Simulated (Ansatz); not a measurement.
System: Pb3O4 (P4₂/mbc, No. 135). Method: r²SCAN (Ansatz, an electronic-structure program, plane waves, PAW).

Settings: plane-wave cutoff 560 eV, 4×4×6 k mesh (along the axes of the cell as run), Fermi–Dirac smearing 0.01 eV, scalar-relativistic PAW data made under PBE.

Cell (relaxed at this level):

```cif
data_O16Pb12
_chemical_formula_sum 'Pb12 O16'
_space_group_name_H-M_alt 'P42/mbc'
_space_group_IT_number 135
_space_group_name_Hall '-P 4c 2ab'
_cell_length_a 8.90317
_cell_length_b 8.90317
_cell_length_c 6.62871
_cell_angle_alpha 90.000
_cell_angle_beta 90.000
_cell_angle_gamma 90.000
loop_
_atom_site_label
_atom_site_type_symbol
_atom_site_symmetry_multiplicity
_atom_site_Wyckoff_symbol
_atom_site_fract_x
_atom_site_fract_y
_atom_site_fract_z
_atom_site_occupancy
Pb1 Pb 4 d 0.00000 0.50000 0.25000 1
Pb2 Pb 8 h 0.14528 0.16404 0.00000 1
O1 O 8 g 0.17104 0.32896 0.25000 1
O2 O 8 h 0.40541 0.13411 0.00000 1
```

Question: Give the computed band gap and smallest direct gap on the k points sampled.

Answer: 
- band gap = 1.53 eV
- smallest direct gap on the k points sampled = 1.60 eV

Spin–orbit coupling is not included; with these elements it can move the gap by several tenths of an eV or more.

Computed values are for the static lattice.
